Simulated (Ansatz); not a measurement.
The cluster Al3H2, relaxed as a doublet with UKS B3LYP-D4/def2-TZVP in Ansatz, starting from the GFN1-xTB geometry. Force threshold 0.02 eV/Å.

Another isomer (doublet) lies 0.40 eV lower at PBE0-D4/def2-TZVP; other spin states weren't run for this one.

Start:

Cartesian coordinates in Å:
```
Al 1.266 0.442 -1.251
Al 0.140 -0.470 0.875
Al -1.578 0.594 -0.714
H -2.184 -0.154 0.976
H 2.356 -0.412 0.114
```

```tsv
step	energy (eV)	largest force component (eV/Å)	SCF passes
1	-19822.2525	1.190	25
2	-19822.7458	0.412	29
3	-19822.7619	0.232	28
4	-19822.8039	0.124	33
5	-19822.8684	0.286	30
6	-19822.9791	0.513	27
7	-19823.1800	0.575	28
8	-19823.3709	0.465	24
9	-19823.5014	0.152	26
10	-19823.5192	0.151	24
11	-19823.5268	0.169	24
12	-19823.5350	0.139	23
13	-19823.5402	0.038	25
14	-19823.5409	0.029	25
15	-19823.5411	0.012	21
```

Force components are those of the run's own axes.

End:

```
atom   x (Å)   y (Å)   z (Å)
 Al1   1.365   0.358  -1.306
 Al2   0.032  -1.079   0.491
 Al3  -1.711   0.514  -0.731
  H4  -1.058   0.176   1.001
  H5   1.372   0.030   0.546
```

Bonds formed: Al2–H4, Al2–H5 (atoms count from 1).

No frequencies were taken in this run, so the end may be a saddle point.

Hardware: 4 threads of Arm Neoverse V1 on a shared host. Wall time 24 s.
